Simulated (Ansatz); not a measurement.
Isolated molecules relaxed with PBE0-D4/def2-TZVP in Ansatz; ΔE leaves out vibrations. CBS: MP2 limit from def2 TZ/QZ plus the TZ coupled-cluster correction, frozen cores. Functionals use def2-TZVPP. B3LYP here is the variant with VWN-RPA as its local correlation; programs differ in this. Each species was taken in one conformer, which may not be the lowest.

Reaction (substitution at a C–O bond): `NC(F)OCF` + `OCS` → `NC(F)OCS` + `OCF`

```tsv
level	ΔE (eV)
B2PLYP	-0.09
PBE0	-0.08
B3LYP	-0.08
HF/def2-QZVPP	-0.06
```

What does CCSD(T)/CBS give? (Estimate.)

Ansatz gave: -0.08 eV. The listed levels differ from it by -0.01, 0.00, 0.00, 0.02 eV.

Largest T1 diagnostic among the species: 0.012.
